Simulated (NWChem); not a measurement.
All runs are NWChem calculations. System: AlF3 (-1), charge -1, spin multiplicity 2, at a geometry optimised with UB3LYP/def2-SVP. The structure started from a generated list of species. Its SCF solution wasn't tested for a lower state. Level: UMP2/def2-TZVPD, 8 core orbitals frozen.

Job file:

```
start mol
memory heap 200 mb stack 800 mb global 1000 mb
charge -1
geometry units angstroms nocenter noautoz
  Al     0.000007     0.405104     0.000000
  F      0.802654    -0.195058     1.390258
  F      0.802654    -0.195058    -1.390258
  F     -1.605318    -0.195033     0.000000
  symmetry group Cs
end
basis spherical
  * library def2-tzvpd
end
scf
  uhf
  nopen 1
  maxiter 100
  thresh 1e-7
  semidirect memsize 60000000 filesize 0
  # guess.movecs holds the orbitals of an unrestricted PBE0 run
  vectors input guess.movecs output mol.movecs
end
mp2
  freeze core 8
end
task mp2 energy
```

NWChem printed:

```
             Northwest Computational Chemistry Package (NWChem) 7.3.0
             --------------------------------------------------------

                                NWChem Input Module
                                -------------------

 Scaling coordinates for geometry "geometry" by  1.889725989
 (inverse scale =  0.529177249)

 Turning off AUTOSYM since
 SYMMETRY directive was detected!

                             Geometry "geometry" -> ""
                             -------------------------

 Output coordinates in angstroms (scale by  1.889725989 to convert to a.u.)

  No.       Tag          Charge          X              Y              Z
 ---- ---------------- ---------- -------------- -------------- --------------
    1 Al                  13.0000     0.00000700     0.40510400     0.00000000
    2 F                    9.0000     0.80265400    -0.19505800     1.39025800
    3 F                    9.0000     0.80265400    -0.19505800    -1.39025800
    4 F                    9.0000    -1.60531800    -0.19503300     0.00000000

 Effective nuclear repulsion energy (a.u.)     154.6243142588

            Nuclear Dipole moment (a.u.)
            ----------------------------
        X                 Y               Z
 ---------------- ---------------- ----------------
     0.0000018897     0.0000207870     0.0000000000

      Symmetry information
      --------------------

 Group name             Cs
 Group number              2
 Group order               2
 No. of unique centers     3

      Symmetry unique atoms

     1    2    4


 Summary of "ao basis" -> "" (spherical)
 ------------------------------------------------------------------------------
       Tag                 Description            Shells   Functions and Types
 ---------------- ------------------------------  ------  ---------------------
 *                         def2-tzvpd                 on all atoms

 Summary of "ao basis" -> "ao basis" (spherical)
 ------------------------------------------------------------------------------
       Tag                 Description            Shells   Functions and Types
 ---------------- ------------------------------  ------  ---------------------
 Al                        def2-tzvpd               15       43   6s5p3d1f
 F                         def2-tzvpd               14       40   6s4p3d1f

                                 NWChem SCF Module
                                 -----------------

  ao basis        = "ao basis"
  functions       =   163
  atoms           =     4
  alpha electrons =    21
  beta  electrons =    20
  charge          =  -1.00
  wavefunction    = UHF
  use symmetry    = T
  symmetry adapt  = T

 Summary of "ao basis" -> "ao basis" (spherical)
 ------------------------------------------------------------------------------
       Tag                 Description            Shells   Functions and Types
 ---------------- ------------------------------  ------  ---------------------
 Al                        def2-tzvpd               15       43   6s5p3d1f
 F                         def2-tzvpd               14       40   6s4p3d1f

      Symmetry analysis of basis
      --------------------------

        a'         96
        a"         67

 Forming initial guess at       0.2s

   Symmetry analysis of molecular orbitals - initial alpha
   -------------------------------------------------------

  Numbering of irreducible representations:

     1 a'          2 a"

  Orbital symmetries:

     1 a'          2 a"          3 a'          4 a'          5 a'
     6 a'          7 a'          8 a"          9 a'         10 a"
    11 a'         12 a'         13 a"         14 a'         15 a'
    16 a'         17 a"         18 a"         19 a'         20 a"
    21 a'         22 a'         23 a'         24 a"         25 a'
    26 a"         27 a'         28 a"         29 a'         30 a'
    31 a'

   Symmetry analysis of molecular orbitals - initial beta
   ------------------------------------------------------

  Numbering of irreducible representations:

     1 a'          2 a"

  Orbital symmetries:

     1 a'          2 a"          3 a'          4 a'          5 a'
     6 a"          7 a'          8 a'          9 a'         10 a"
    11 a'         12 a'         13 a"         14 a'         15 a'
    16 a'         17 a"         18 a"         19 a'         20 a"
    21 a'         22 a'         23 a"         24 a'         25 a'
    26 a"         27 a'         28 a'         29 a"         30 a'
    31 a'

 Starting SCF solution at       0.2s

 ----------------------------------------------
         Quadratically convergent UHF

 Convergence threshold     :          1.000E-07
 Maximum no. of iterations :          100
 Integral*density screening:          1.000E-09
 ----------------------------------------------

              iter       energy          gnorm     gmax       time
             ----- ------------------- --------- --------- --------
                 1     -540.6123221368  7.78D-01  1.42D-01      8.0
                 2     -540.6379804583  1.01D-01  1.48D-02      9.0
                 3     -540.6393223568  8.24D-03  2.80D-03     11.8
                 4     -540.6393613812  5.71D-05  1.17D-05     18.5
                 5     -540.6393613826  4.19D-09  1.07D-09     30.4

       Final UHF  results
       ------------------

         Total SCF energy =   -540.639361382623
      One electron energy =  -1074.415802926133
      Two electron energy =    379.152127284711
 Nuclear repulsion energy =    154.624314258800

                       Sz =      0.5000
                 Sz(Sz+1) =      0.7500
[...]
   132      0.282792  4 F  pz               135      0.248654  4 F  pz
    50      0.244907  2 F  px                90     -0.244907  3 F  px
    53      0.215342  2 F  px                93     -0.215342  3 F  px
   138      0.158834  4 F  pz

 Vector   21  Occ=0.000000D+00  E= 1.838030D-01  Symmetry=a'
              MO Center=  2.5D-05,  1.2D+00, -8.5D-15, r^2= 1.4D+01
   Bfn.  Coefficient  Atom+Function         Bfn.  Coefficient  Atom+Function
  ----- ------------  ---------------      ----- ------------  ---------------
     5      3.105611  1 Al s                  6     -2.787041  1 Al s
     4     -0.338441  1 Al s                139     -0.187814  4 F  px
    48     -0.181266  2 F  s                 88     -0.181266  3 F  s
   128     -0.181266  4 F  s                 61      0.162651  2 F  pz
   101     -0.162651  3 F  pz                17     -0.152666  1 Al py

 Vector   22  Occ=0.000000D+00  E= 2.411269D-01  Symmetry=a'
              MO Center= -4.7D-01,  9.0D-01, -2.3D-09, r^2= 1.5D+01
   Bfn.  Coefficient  Atom+Function         Bfn.  Coefficient  Atom+Function
  ----- ------------  ---------------      ----- ------------  ---------------
   129      2.000298  4 F  s                139      1.292644  4 F  px
    49     -1.000152  2 F  s                 89     -1.000152  3 F  s
    32      0.875011  1 Al d -2              19      0.798223  1 Al px
   140      0.763356  4 F  py                59      0.754720  2 F  px
    99      0.754720  3 F  px                16      0.453719  1 Al px

 Vector   23  Occ=0.000000D+00  E= 2.411270D-01  Symmetry=a"
              MO Center=  4.7D-01,  9.0D-01, -5.3D-09, r^2= 1.5D+01
   Bfn.  Coefficient  Atom+Function         Bfn.  Coefficient  Atom+Function
  ----- ------------  ---------------      ----- ------------  ---------------
    49      1.732298  2 F  s                 89     -1.732298  3 F  s
    61     -1.113324  2 F  pz               101     -1.113324  3 F  pz
    33     -0.875021  1 Al d -1              21     -0.798225  1 Al pz
    60      0.661112  2 F  py               100     -0.661112  3 F  py
   141     -0.575441  4 F  pz                18     -0.453719  1 Al pz

 center of mass
 --------------
 x =  -0.00000003 y =  -0.00419827 z =   0.00000000

 moments of inertia (a.u.)
 ------------------
         285.816292636682           0.002317242573           0.000000000000
           0.002317242573         524.518605898643           0.000000000000
           0.000000000000           0.000000000000         285.810739936665

  Mulliken analysis of the total density
  --------------------------------------

    Atom       Charge   Shell Charges
 -----------   ------   -------------------------------------------------------
    1 Al  13    12.38   2.00  0.65  1.34  0.53  0.08  0.19  2.92  2.28  0.82  0.72  0.31  0.29  0.11  0.00  0.14
    2 F    9     9.54   0.77  1.20  0.59  1.00  0.36 -0.00  2.24  2.30  1.03  0.05  0.00  0.00  0.00  0.00
    3 F    9     9.54   0.77  1.20  0.59  1.00  0.36 -0.00  2.24  2.30  1.03  0.05  0.00  0.00  0.00  0.00
    4 F    9     9.54   0.77  1.20  0.59  1.00  0.36 -0.00  2.24  2.30  1.03  0.05  0.00  0.00  0.00  0.00

  Mulliken analysis of the alpha density
  --------------------------------------

    Atom       Charge   Shell Charges
 -----------   ------   -------------------------------------------------------
    1 Al  13     6.64   1.00  0.33  0.67  0.34  0.03  0.20  1.46  1.14  0.41  0.45  0.30  0.15  0.08  0.01  0.07
    2 F    9     4.79   0.39  0.60  0.29  0.50  0.18  0.01  1.13  1.15  0.51  0.02  0.00  0.00  0.00  0.00
    3 F    9     4.79   0.39  0.60  0.29  0.50  0.18  0.01  1.13  1.15  0.51  0.02  0.00  0.00  0.00  0.00
    4 F    9     4.79   0.39  0.60  0.29  0.50  0.18  0.01  1.13  1.15  0.51  0.02  0.00  0.00  0.00  0.00

   Mulliken analysis of the beta density
   -------------------------------------

    Atom       Charge   Shell Charges
 -----------   ------   -------------------------------------------------------
    1 Al  13     5.74   1.00  0.32  0.67  0.19  0.05 -0.00  1.46  1.14  0.41  0.26  0.01  0.14  0.03 -0.00  0.07
    2 F    9     4.75   0.39  0.60  0.29  0.50  0.18 -0.02  1.11  1.15  0.52  0.03  0.00  0.00  0.00  0.00
    3 F    9     4.75   0.39  0.60  0.29  0.50  0.18 -0.02  1.11  1.15  0.52  0.03  0.00  0.00  0.00  0.00
    4 F    9     4.75   0.39  0.60  0.29  0.50  0.18 -0.02  1.11  1.15  0.52  0.03  0.00  0.00  0.00  0.00

   Mulliken analysis of the spin density
   -------------------------------------

    Atom       Charge   Shell Charges
 -----------   ------   -------------------------------------------------------
    1 Al  13     0.90   0.00  0.00 -0.01  0.16 -0.01  0.20  0.01 -0.00 -0.00  0.19  0.29  0.02  0.06  0.01  0.00
    2 F    9     0.03   0.00 -0.00  0.00  0.00 -0.00  0.03  0.01  0.01 -0.01 -0.00  0.00  0.00  0.00  0.00
    3 F    9     0.03   0.00 -0.00  0.00  0.00 -0.00  0.03  0.01  0.01 -0.01 -0.00  0.00  0.00  0.00  0.00
    4 F    9     0.03   0.00 -0.00  0.00  0.00 -0.00  0.03  0.01  0.01 -0.01 -0.00  0.00  0.00  0.00  0.00

       Multipole analysis of the density wrt the origin
       ------------------------------------------------

     L   x y z        total         alpha         beta         nuclear
     -   - - -        -----         -----         ----         -------
     0   0 0 0     -1.000000    -21.000000    -20.000000     40.000000

     1   1 0 0     -0.000005     -0.000027      0.000020      0.000002
     1   0 1 0     -0.311206     -1.654807      1.343580      0.000021
     1   0 0 1     -0.000000     -0.000000     -0.000000      0.000000

     2   2 0 0    -27.822673    -77.489481    -74.570430    124.237238
     2   1 1 0     -0.000004      0.000478      0.000614     -0.001096
     2   1 0 1     -0.000000     -0.000000     -0.000000      0.000000
     2   0 2 0    -25.602995    -24.381816    -12.507951     11.286771
     2   0 1 1      0.000000      0.000000      0.000000      0.000000
     2   0 0 2    -27.822845    -77.490879    -74.571834    124.239868

                   NWChem MP2 Semi-direct Energy/Gradient Module
                   ---------------------------------------------

  Basis functions       =    163
  Molecular orbitals    =    163
  Frozen core           =      8
  Frozen virtuals       =      0
  Active alpha occupied =     13
  Active beta occupied  =     12
  Active alpha virtual  =    142
  Active beta virtual   =    143
  Use MO symmetry       = T
  Use skeleton AO sym   = T

  AO/Fock/Back tols     =   1.0D-09  1.0D-09  1.0D-09

 GA uses MA = F    GA memory limited = T

 Available:
  local mem=  1.15D+08
 global mem=  1.31D+08
 local disk=  0.00D+00
  mp2_memr nvloc                   142
  nvloc new                   142
   1 passes of  13:        5242880                     146463                  79548610.
   1 passes of  13: M    114679827           G      131018862           F     109436947.

 Semi-direct pass number   1 of   1  for UHF alpha       at       30.9s
  vrange nnbf                 12667
  mp2_eaftype                   303  avail_ma_in_mb                   999
 EAF : mp2_eaftype filesize         303   39774305.
  mp2_eaf for mointskh                    303
Node 0 wrote    187.1 Mb in      0.1 s     Agg I/O rate:  1844.1 Mb/s
 Done moints_semi at       60.3s
  mp2_eaftype                   303  avail_ma_in_mb                   696
 EAF : mp2_eaftype filesize         303   39774305.
  mp2_eaf for kh                   303
 Done maket at       62.0s
 Done multipass loop at       62.0s

 GA uses MA = F    GA memory limited = T

 Available:
  local mem=  1.15D+08
 global mem=  1.31D+08
 local disk=  0.00D+00
  mp2_memr nvloc                   143
  nvloc new                   143
   1 passes of  12:        5242880                     139966                  73949796.
   1 passes of  12: M    114679827           G      131018862           F     109436947.

 Semi-direct pass number   1 of   1  for UHF beta        at       62.2s
  vrange nnbf                 12667
  mp2_eaftype                   282  avail_ma_in_mb                   999
 EAF : mp2_eaftype filesize         282   36974898.
  mp2_eaf for mointskh                    282
Node 0 wrote    173.9 Mb in      0.1 s     Agg I/O rate:  2012.2 Mb/s
 Done moints_semi at       89.0s
  mp2_eaftype                   282  avail_ma_in_mb                   717
 EAF : mp2_eaftype filesize         282   36974898.
  mp2_eaf for kh                   282
 Done maket at       90.5s
 Done multipass loop at       90.5s

          -------------------------------------------
          SCF energy                -540.639361382623
          Correlation energy          -0.839540588737
          Singlet pairs                0.000000000000
          Triplet pairs                0.000000000000
          Total MP2 energy          -541.478901971360
          -------------------------------------------

          ---------------------------------------------------
                    Spin Component Scaled (SCS) MP2
          Same spin pairs                     -0.223446835612
          Same spin scaling factor             0.333333333333
          Opposite spin pairs                 -0.616093753126
          Opposite spin scaling fact.          1.200000000000
          SCS-MP2 correlation energy          -0.813794782288
          Total SCS-MP2 energy              -541.453156164911
          ---------------------------------------------------

 -----------------------
 Performance information
 -----------------------

 Timer overhead =  3.18D-07 seconds/call

               Nr. of calls         CPU time (s)                 Wall time (s)                GFlops
             ---------------    -------------------     ------------------------------   -------------------
Name         Min   Avg   Max    Min     Avg     Max     Min     Avg     Max   Mx/calls   Min     Max     Sum
mp2: moin     2     2     2    56.     56.     56.      56.     56.     56.     28.      0.0     0.0     0.0
mp2: make     2     2     2    3.2     3.2     3.2      3.2     3.2     3.2     1.6      0.0     0.0     0.0
mp2: tota     1     1     1    60.     60.     60.      60.     60.     60.     60.      0.0     0.0     0.0

 The average no. of pstat calls per process was 5.00D+00
 with a timing overhead of 1.59D-06s

 Task  times  cpu:       90.5s     wall:       90.5s

 Total times  cpu:       90.5s     wall:       90.5s
```
